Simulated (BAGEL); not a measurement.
**BH3S (SMILES BS) at HF/STO-3G (density fitting with qzvpp-jkfit)**

What is the vertical singlet–triplet gap of BH3S at HF/STO-3G (density fitting with qzvpp-jkfit)? 

The results are computed with BAGEL 1.2.2.

4 further runs of the same task are left out: 2 that didn't finish, 2 set aside as unsound or not needed. Runs told in other sessions of the task aren't counted.

## 1. Starting point

BH3S has 5 atoms, charge 0, and is taken as a singlet. As SMILES, `BS`. The shape is that of a PBE0-D4/def2-TZVP optimisation.

Bond lengths: B1–S2 1.765 Å, B1–H3 1.192 Å, B1–H4 1.190 Å, S2–H5 1.344 Å. Angles: B1–S2–H5 99.2°, S2–B1–H3 115.8°, S2–B1–H4 121.4°, H3–B1–H4 122.7°.

## 2. The energy at HF/STO-3G (density fitting with qzvpp-jkfit)

calc.json

```json
{ "bagel" : [

{
  "title" : "molecule",
  "basis" : "sto-3g",
  "df_basis" : "qzvpp-jkfit",
  "angstrom" : true,
  "geometry" : [
    { "atom" : "B", "xyz" : [      -0.392100,      -0.421000,       0.088100 ] },
    { "atom" : "S", "xyz" : [       0.161700,       1.236900,      -0.154300 ] },
    { "atom" : "H", "xyz" : [      -1.562900,      -0.556400,       0.264200 ] },
    { "atom" : "H", "xyz" : [       0.367100,      -1.337600,       0.074200 ] },
    { "atom" : "H", "xyz" : [       1.476100,       1.004400,      -0.313600 ] }
  ]
},

{
  "title" : "hf"
},

{
  "title" : "print",
  "file" : "orbitals.molden",
  "orbitals" : true
}

]}
```

Run with:

```bash
BAGEL_NUM_THREADS=1 BAGEL calc.json > calc.out
```

Log:

```text
* using 1 threads per process

  ===============================================================
  ===============================================================

  *** Geometry ***

  { "atom" : "B", "xyz" : [     -0.740962,     -0.795575,      0.166485 ] },
  { "atom" : "S", "xyz" : [      0.305569,      2.337402,     -0.291585 ] },
  { "atom" : "H", "xyz" : [     -2.953453,     -1.051444,      0.499266 ] },
  { "atom" : "H", "xyz" : [      0.693718,     -2.527698,      0.140218 ] },
  { "atom" : "H", "xyz" : [      2.789425,      1.898041,     -0.592618 ] },

  Number of auxiliary basis functions:      257

  Since a DF basis is specified, we compute 2- and 3-index integrals:
    o Being stored without compression. Storage requirement is 0.001 GB

  Number of basis functions:       17
  Number of electrons      :       24

    * METHOD: MOLECULE                             0.06

  *** RHF ***

  === Nuclear Repulsion ===
    43.0705489642

      * DIIS with orbital gradients will be used.

  === RHF iteration (sto-3g) ===
      0       -419.26666524          0.01606998           0.00
      1       -419.29788102          0.00420145           0.00
      2       -419.30015503          0.00116657           0.00
      3       -419.30035678          0.00016805           0.00
      4       -419.30036376          0.00006228           0.00
      5       -419.30036491          0.00000536           0.01
      6       -419.30036492          0.00000051           0.01
      7       -419.30036492          0.00000008           0.00
      8       -419.30036492          0.00000001           0.00
      9       -419.30036492          0.00000000           0.00
    * SCF iteration converged.

    * Permanent dipole moment:
           (   -0.342756,     0.022042,     0.045403) a.u.

    * METHOD: HF                                   0.11

    * METHOD: PRINT                                0.00

  ===============================================================
```

Wall time 0.31 s (1 thread of Arm Neoverse V1, shared host).

## 3. The triplet

job.json

```json
{ "bagel": [

{
  "title": "molecule",
  "basis": "sto-3g",
  "df_basis": "qzvpp-jkfit",
  "angstrom": true,
  "geometry": [
    { "atom": "B", "xyz": [      -0.392100,      -0.421000,       0.088100 ] },
    { "atom": "S", "xyz": [       0.161700,       1.236900,      -0.154300 ] },
    { "atom": "H", "xyz": [      -1.562900,      -0.556400,       0.264200 ] },
    { "atom": "H", "xyz": [       0.367100,      -1.337600,       0.074200 ] },
    { "atom": "H", "xyz": [       1.476100,       1.004400,      -0.313600 ] }
  ]
},

{
  "title": "uhf",
  "nopen": 2
},

{
  "title": "print",
  "file": "orbitals.molden",
  "orbitals": true
}

]}
```

Run with:

```bash
BAGEL_NUM_THREADS=1 BAGEL job.json > job.out
```

Log:

```text
* using 1 threads per process

  ===============================================================
  ===============================================================

  *** Geometry ***

  { "atom" : "B", "xyz" : [     -0.740962,     -0.795575,      0.166485 ] },
  { "atom" : "S", "xyz" : [      0.305569,      2.337402,     -0.291585 ] },
  { "atom" : "H", "xyz" : [     -2.953453,     -1.051444,      0.499266 ] },
  { "atom" : "H", "xyz" : [      0.693718,     -2.527698,      0.140218 ] },
  { "atom" : "H", "xyz" : [      2.789425,      1.898041,     -0.592618 ] },

  Number of auxiliary basis functions:      257

  Since a DF basis is specified, we compute 2- and 3-index integrals:
    o Being stored without compression. Storage requirement is 0.001 GB

  Number of basis functions:       17
  Number of electrons      :       24

    * METHOD: MOLECULE                             0.06

  *** Open-shell HF ***

  === Nuclear Repulsion ===
    43.0705489642

      * DIIS with orbital gradients will be used.

  === UHF iteration (sto-3g) ===
      0       -419.07441487          0.03010607           0.00
      1       -419.11115217          0.00655821           0.00
      2       -419.11356659          0.00169437           0.00
      3       -419.11405829          0.00008381           0.01
      4       -419.11414796          0.00001373           0.00
      5       -419.11417655          0.00000766           0.00
      6       -419.11419203          0.00000178           0.00
      7       -419.11419246          0.00000061           0.01
      8       -419.11419253          0.00000029           0.00
      9       -419.11419255          0.00000007           0.00
     10       -419.11419255          0.00000002           0.00
     11       -419.11419255          0.00000000           0.00
    * SCF iteration converged.

    * S^2 (UHF) is 2.0174

    * Permanent dipole moment:
           (   -1.075989,    -1.708962,     0.320007) a.u.

    * METHOD: UHF                                  0.13

    * METHOD: PRINT                                0.00

  ===============================================================
```

Run time: 0.31 s. Hardware: 1 thread of Arm Neoverse V1, shared host.

## 4. Results

At HF/STO-3G (density fitting with qzvpp-jkfit):

```
                                        quantity          value
                           singlet: total energy  -419.30036 Eh
                          singlet: dipole moment         0.88 D
                            singlet: HOMO energy       -8.38 eV
                            singlet: LUMO energy        7.19 eV
                          singlet: HOMO–LUMO gap       15.57 eV
                           triplet: total energy  -419.11419 Eh
                          triplet: dipole moment         5.20 D
                                   triplet: ⟨S²⟩          2.017
vertical energy of the triplet above the singlet       5.066 eV
```

**Reading.** At this shape the triplet lies 5.07 eV (117 kcal/mol) above the singlet. In a minimal basis such a difference can be off by several eV, whatever the method.
